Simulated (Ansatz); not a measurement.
**AlH2O radical: single points off equilibrium**

The task here is to estimate one member of a computed series from the others.

Program: Ansatz 0.2.0, Gaussian basis. Level of theory: single points in def2-TZVPP. These are calculated values, not measurements.

Correlated methods freeze the cores. Orbitals are unrestricted.

## Starting geometry

SMILES `[OH][AlH]`, 4 atoms, charge 0, spin multiplicity 2.

Atoms are counted from 1 here; the program's logs count them from 0.

Bond lengths: O1–Al2 1.541 Å, O1–H3 0.971 Å, Al2–H4 1.463 Å. Angles: Al2–O1–H3 172.5°, O1–Al2–H4 124.6°.

As a file:

```xyz
4
charge 0, multiplicity 2
O     0.19220   -0.58180    0.50650
Al    0.21430    0.89280    0.05850
H     0.18100   -1.53930    0.66500
H    -0.51500    1.42210   -1.09360
```

Set-up of the first run:

File run/in.yaml:

```yaml
crystal:
  periodic: [false, false, false]
  atoms:
    - {symbol: O, position_ang: [0.192200, -0.581800, 0.506500]}
    - {symbol: Al, position_ang: [0.214300, 0.892800, 0.058500]}
    - {symbol: H, position_ang: [0.181000, -1.539300, 0.665000]}
    - {symbol: H, position_ang: [-0.515000, 1.422100, -1.093600]}
basis:
  gaussian: {orbitals: def2-TZVPP}
magnetization: {spin_polarized: true, initial_magnetization: 1}
correlation: {method: ccsd_t}
scf: {omitted_lower_state_checks: [cluster_reference]}
output: {forces: true}
```

No record of the launch command was kept for these runs.

Steps of the session up to this table: CCSD(T)/def2-TZVPP; PBE0-D4/def2-TZVPP; wB97M-V/def2-TZVPP; r2SCAN-D4/def2-TZVPP; PBE-D4/def2-TZVPP; LC-wPBE/def2-TZVPP; wB97X-V/def2-TZVPP.

One table of the session follows, with a row left open; its other results are not shown here.

| method | RMS force component (eV/Å) | angle to CCSD(T) forces (°) | dipole (D) |
| --- | --- | --- | --- |
| CCSD(T) | 2.504 | reference | 1.74 |
| PBE0-D4 | 2.414 | 1.8 | 1.69 |
| wB97M-V | 2.465 | 0.6 | 1.58 |
| r2SCAN-D4 | ? | ? | ? |
| PBE-D4 | 2.433 | 4.7 | 1.67 |
| LC-wPBE | 2.424 | 0.8 | 1.78 |
| wB97X-V | 2.476 | 0.8 | 1.75 |

**Question.** Estimate the row for r2SCAN-D4.

**Answer.** RMS force component (eV/Å): 2.415; angle to CCSD(T) forces (°): 1.4; dipole (D): 1.74. In the column «RMS force component (eV/Å)» it lies between PBE0-D4 (2.414) and LC-wPBE (2.424).
